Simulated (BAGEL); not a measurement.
# HF/3-21G (density fitting with qzvpp-jkfit) run of C2H6Al+ (SMILES [CH3][Al+][CH3])

Aim: the vertical singlet–triplet gap of C2H6Al+ at HF/3-21G (density fitting with qzvpp-jkfit), from 2 runs. 

The calculation is run with BAGEL 1.2.2.

## (1) Starting point

C2H6Al+: 9 atoms, total charge +1, spin state singlet. SMILES: `[CH3][Al+][CH3]`. Geometry: a GFN2-xTB relaxation, a rough one for these elements and not checked as a minimum.

Bond lengths: C1–Al2 1.961 Å, Al2–C3 1.961 Å, C1–H4 1.102 Å, C1–H5 1.102 Å, C1–H6 1.102 Å, C3–H7 1.102 Å, C3–H8 1.102 Å, C3–H9 1.102 Å. Some angles: C1–Al2–C3 179.7°, Al2–C1–H4 111.4°, Al2–C1–H5 111.0°, Al2–C1–H6 111.6°, Al2–C3–H7 111.0°, Al2–C3–H8 111.6°, Al2–C3–H9 111.2°, H4–C1–H5 107.5°, H4–C1–H6 107.6°, H5–C1–H6 107.6°.

## (2) A single-point energy at HF/3-21G (density fitting with qzvpp-jkfit)

input.json

```json
{ "bagel" : [

{
  "title" : "molecule",
  "basis" : "3-21g",
  "df_basis" : "qzvpp-jkfit",
  "angstrom" : "true",
  "geometry" : [
    { "atom" : "C", "xyz" : [      -0.941550,       1.347850,      -1.068930 ] },
    { "atom" : "Al", "xyz" : [      -0.004230,       0.001760,       0.006320 ] },
    { "atom" : "C", "xyz" : [       0.939420,      -1.347420,       1.071890 ] },
    { "atom" : "H", "xyz" : [      -1.889880,       0.953690,      -1.469360 ] },
    { "atom" : "H", "xyz" : [      -0.326200,       1.667250,      -1.925790 ] },
    { "atom" : "H", "xyz" : [      -1.178490,       2.246590,      -0.476510 ] },
    { "atom" : "H", "xyz" : [       1.248000,      -2.200620,       0.446120 ] },
    { "atom" : "H", "xyz" : [       0.304980,      -1.741360,       1.882450 ] },
    { "atom" : "H", "xyz" : [       1.847950,      -0.927740,       1.533820 ] }
  ]
},

{ "title" : "hf", "charge" : 1 },

{ "title" : "print", "file" : "orbitals.molden", "orbitals" : "true" }

]}
```

Launch:

```
$ BAGEL_NUM_THREADS=1 BAGEL input.json > input.out
```

The log of the run:

```text
* using 1 threads per process

  ===============================================================
  ===============================================================

  *** Geometry ***

  { "atom" : "C", "xyz" : [     -1.779272,      2.547067,     -2.019985 ] },
  { "atom" : "Al", "xyz" : [     -0.007994,      0.003326,      0.011943 ] },
  { "atom" : "C", "xyz" : [      1.775247,     -2.546255,      2.025579 ] },
  { "atom" : "H", "xyz" : [     -3.571356,      1.802213,     -2.776688 ] },
  { "atom" : "H", "xyz" : [     -0.616429,      3.150646,     -3.639216 ] },
  { "atom" : "H", "xyz" : [     -2.227023,      4.245440,     -0.900473 ] },
  { "atom" : "H", "xyz" : [      2.358378,     -4.158569,      0.843045 ] },
  { "atom" : "H", "xyz" : [      0.576329,     -3.290693,      3.557315 ] },
  { "atom" : "H", "xyz" : [      3.492119,     -1.753175,      2.898500 ] },

  Number of auxiliary basis functions:      386

  Since a DF basis is specified, we compute 2- and 3-index integrals:
    o Being stored without compression. Storage requirement is 0.006 GB

  Number of basis functions:       43
  Number of electrons      :       31

    * METHOD: MOLECULE                             0.16

  *** RHF ***

  === Nuclear Repulsion ===
    87.2971896530

      * DIIS with orbital gradients will be used.

  === RHF iteration (3-21g) ===
      0       -319.09473852          0.01949991           0.02
      1       -319.15170859          0.00606158           0.02
      2       -319.15804311          0.00170537           0.02
      3       -319.15857635          0.00011383           0.02
      4       -319.15858119          0.00001459           0.02
      5       -319.15858126          0.00000289           0.02
      6       -319.15858126          0.00000048           0.02
      7       -319.15858126          0.00000006           0.02
      8       -319.15858126          0.00000002           0.02
      9       -319.15858126          0.00000000           0.02
    * SCF iteration converged.

    * Permanent dipole moment:
           (    0.001233,    -0.001405,    -0.002854) a.u.

    * METHOD: HF                                   0.32

    * METHOD: PRINT                                0.01

  ===============================================================
```

Wall time 0.66 s (1 thread of Arm Neoverse N1, shared host); peak memory 0.082 GiB.

## (3) The triplet, same level

input.json

```json
{ "bagel": [

{
  "title": "molecule",
  "basis": "3-21g",
  "df_basis": "qzvpp-jkfit",
  "angstrom": true,
  "geometry": [
    { "atom": "C", "xyz": [      -0.941550,       1.347850,      -1.068930 ] },
    { "atom": "Al", "xyz": [      -0.004230,       0.001760,       0.006320 ] },
    { "atom": "C", "xyz": [       0.939420,      -1.347420,       1.071890 ] },
    { "atom": "H", "xyz": [      -1.889880,       0.953690,      -1.469360 ] },
    { "atom": "H", "xyz": [      -0.326200,       1.667250,      -1.925790 ] },
    { "atom": "H", "xyz": [      -1.178490,       2.246590,      -0.476510 ] },
    { "atom": "H", "xyz": [       1.248000,      -2.200620,       0.446120 ] },
    { "atom": "H", "xyz": [       0.304980,      -1.741360,       1.882450 ] },
    { "atom": "H", "xyz": [       1.847950,      -0.927740,       1.533820 ] }
  ]
},

{
  "title": "uhf",
  "charge": 1,
  "nopen": 2
},

{
  "title": "print",
  "file": "orbitals.molden",
  "orbitals": true
}

]}
```

Launch:

```
$ BAGEL_NUM_THREADS=1 BAGEL input.json > input.out
```

The log of the run:

```text
* using 1 threads per process

  ===============================================================
  ===============================================================

  *** Geometry ***

  { "atom" : "C", "xyz" : [     -1.779272,      2.547067,     -2.019985 ] },
  { "atom" : "Al", "xyz" : [     -0.007994,      0.003326,      0.011943 ] },
  { "atom" : "C", "xyz" : [      1.775247,     -2.546255,      2.025579 ] },
  { "atom" : "H", "xyz" : [     -3.571356,      1.802213,     -2.776688 ] },
  { "atom" : "H", "xyz" : [     -0.616429,      3.150646,     -3.639216 ] },
  { "atom" : "H", "xyz" : [     -2.227023,      4.245440,     -0.900473 ] },
  { "atom" : "H", "xyz" : [      2.358378,     -4.158569,      0.843045 ] },
  { "atom" : "H", "xyz" : [      0.576329,     -3.290693,      3.557315 ] },
  { "atom" : "H", "xyz" : [      3.492119,     -1.753175,      2.898500 ] },

  Number of auxiliary basis functions:      386

  Since a DF basis is specified, we compute 2- and 3-index integrals:
    o Being stored without compression. Storage requirement is 0.006 GB

  Number of basis functions:       43
  Number of electrons      :       31

    * METHOD: MOLECULE                             0.17

  *** Open-shell HF ***

  === Nuclear Repulsion ===
    87.2971896530

      * DIIS with orbital gradients will be used.

  === UHF iteration (3-21g) ===
      0       -318.90051887          0.02957771           0.05
      1       -318.94821534          0.00803269           0.05
      2       -318.95356091          0.00335734           0.05
      3       -318.95457822          0.00123334           0.05
      4       -318.95504909          0.00031682           0.04
      5       -318.95514751          0.00006576           0.04
      6       -318.95516483          0.00004601           0.04
      7       -318.95517005          0.00004672           0.04
      8       -318.95516898          0.00004567           0.04
      9       -318.95516341          0.00004132           0.04
     10       -318.95515336          0.00001111           0.04
     11       -318.95515281          0.00000222           0.04
     12       -318.95515280          0.00000117           0.04
     13       -318.95515281          0.00000044           0.04
     14       -318.95515281          0.00000031           0.04
     15       -318.95515281          0.00000026           0.04
     16       -318.95515281          0.00000020           0.04
     17       -318.95515281          0.00000006           0.04
     18       -318.95515281          0.00000003           0.04
     19       -318.95515281          0.00000002           0.04
     20       -318.95515281          0.00000002           0.04
     21       -318.95515281          0.00000002           0.04
     22       -318.95515281          0.00000001           0.04
     23       -318.95515281          0.00000001           0.04
     24       -318.95515281          0.00000001           0.04
    * SCF iteration converged.

    * S^2 (UHF) is 2.0141

    * Permanent dipole moment:
           (    0.004780,    -0.006147,    -0.014527) a.u.

    * METHOD: UHF                                  1.23

    * METHOD: PRINT                                0.01

  ===============================================================
```

Run time: 1.6 s. Hardware: 1 thread of Arm Neoverse N1, shared host; peak memory 0.082 GiB.

## (4) Results

Level: HF/3-21G (density fitting with qzvpp-jkfit).

| quantity | value |
| --- | --- |
| singlet: total energy | -319.15858 Eh |
| singlet: HOMO energy | -16.91 eV |
| singlet: LUMO energy | -3.76 eV |
| singlet: HOMO–LUMO gap | 13.15 eV |
| triplet: total energy | -318.95515 Eh |
| triplet: ⟨S²⟩ | 2.014 |
| vertical energy of the triplet above the singlet | 5.536 eV |

At this shape the triplet lies 5.54 eV (534 kJ/mol) above the singlet.
